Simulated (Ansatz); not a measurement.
Ligand exchange: BH(CH3)(NH2) + C2H7NO → BH(CH3)(OH) + C2H8N2

Species: BH(CH3)(NH2), singlet; C2H7NO (ethanolamine) `NCCO`, singlet; BH(CH3)(OH), singlet; C2H8N2 (ethylenediamine) `NCCN`, singlet. The partners trade NH2 for OH: B–NH2 and C–OH bonds give way to B–OH and C–NH2.

Shapes, held fixed at every level: PBE0-D4/def2-TZVP. Flexible molecules stand in one conformer, not always the lowest. Programs: Ansatz 0.2.0. The zero-point and thermal change to 298 K, harmonic and unscaled (PBE0-D4/def2-TZVP), is -0.2 kJ/mol.

```tsv
level	kind	ΔH(298 K) (kJ/mol)	less CCSD(T)/CBS estimate	CPU time (sum over the molecules)
SPW92/def2-TZVPP	LDA	-8.6	+4.7	23 s
PBE-D4/def2-TZVPP	GGA	-10.7	+2.6	29 s
r2SCAN-D4/def2-TZVPP	meta-GGA	-11.2	+2.1	43 s
r2SCAN0-D4/def2-TZVPP	global hybrid	-11.4	+1.9	47 s
wB97M-V/def2-TZVPP	range-separated hybrid	-11.6	+1.7	98 s
wB97X-V/def2-TZVPP	range-separated hybrid	-11.6	+1.7	77 s
CCSD(T)/def2-TZVPP	coupled cluster or CI	-13.4	-0.1	7.5 min
CCSD(T)/CBS estimate	coupled cluster or CI	-13.3	0.0	10 min
```

The highest level, CCSD(T)/CBS estimate, gives ΔH(298 K) = -13.3 kJ/mol; the levels span -13.4 to -8.6. The column of differences is taken from that level and isn't an error. No measured value is set beside it here. The CBS estimate extrapolates MP2 from def2-TZVPP and def2-QZVPP and adds CCSD(T) − MP2 in the triple-zeta set, cores frozen. Times are processor times on shared x86 and Arm servers, and rough.
